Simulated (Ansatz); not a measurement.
# SiHCl (singlet): from Hartree-Fock to the top rungs, cc-pVDZ

The task here is to estimate one member of a computed series from the others.

The runs use Ansatz 0.2.0, Gaussian basis; cc-pVDZ, core rule «outside noble gas», up to 10 orbitals frozen.

To be run: UHF; CCSD(T) on RHF; CCSD(T) on UHF; BCCD(T) on RHF; CISD; CCSDT(Q) on RHF; CCSDT(Q) on UHF; CCSDTQ on RHF; CCSDTQ on UHF; CASSCF and MRCISD+Q, 12 electrons in 9 orbitals; CASSCF and NEVPT2, 12 electrons in 9 orbitals.

4 further runs of the same task are left out: 4 set aside as unsound or not needed.

## The geometry

The geometry is a PBE0/def2-TZVP stationary point (not a proven minimum).

3 atoms, charge 0, spin multiplicity 1.

Atoms are counted from 1 here; the program's logs count them from 0.

Bond lengths: Si1–Cl2 2.077 Å, Si1–H3 1.529 Å. Angles: Cl2–Si1–H3 94.7°.

Set-up of the first run:

Input file in.yaml:

```yaml
crystal:
  periodic: [false, false, false]
  atoms:
    - {symbol: Si, position_ang: [0.000000, -0.089026, 1.135803]}
    - {symbol: Cl, position_ang: [0.000000, 0.030004, -0.938114]}
    - {symbol: H, position_ang: [0.000000, 1.425266, 1.348629]}
basis:
  gaussian: {orbitals: cc-pVDZ}
magnetization: {spin_polarized: true, initial_magnetization: 0}
hamiltonian: {xc: hf}
output: {orbitals: {seedname: orbitals}}
```

Run with:

```bash
> ansatz run in.yaml --threads 1 --pin off --events-out ev --progress --plain --max-ram 4096MiB --backend cpu
```

Steps of the session up to this table: UHF; CCSD(T) on RHF; CCSD(T) on UHF; BCCD(T) on RHF; CISD; CCSDT(Q) on RHF; CCSDT(Q) on UHF; CCSDTQ on RHF; CCSDTQ on UHF; CASSCF and MRCISD+Q, 12 electrons in 9 orbitals; CASSCF and NEVPT2, 12 electrons in 9 orbitals.

One table of the session follows, with a row left open; its other results are not shown here.

| method | from RCCSDTQ (meV) |
| --- | --- |
| RHF | +6906.7 |
| UHF | +6874.7 |
| RMP2 | +1055.5 |
| CISD | ? |
| RCCSD | +199.1 |
| RCCSD(T) | +35.3 |
| BCCD(T) | +34.2 |
| RCCSDT | +13.9 |
| RCCSDT(Q) | -0.2 |
| RCCSDTQ | 0 |
| CASSCF valence | +5571.3 |
| NEVPT2 valence | +1302.7 |
| MRCISD valence | +479.7 |
| MRCISD+Q valence | +58.8 |

**Question.** Estimate the row for CISD.

As computed: from RCCSDTQ (meV): +767.0. In the column «from RCCSDTQ (meV)» it lies between MRCISD valence (+479.7) and RMP2 (+1055.5).
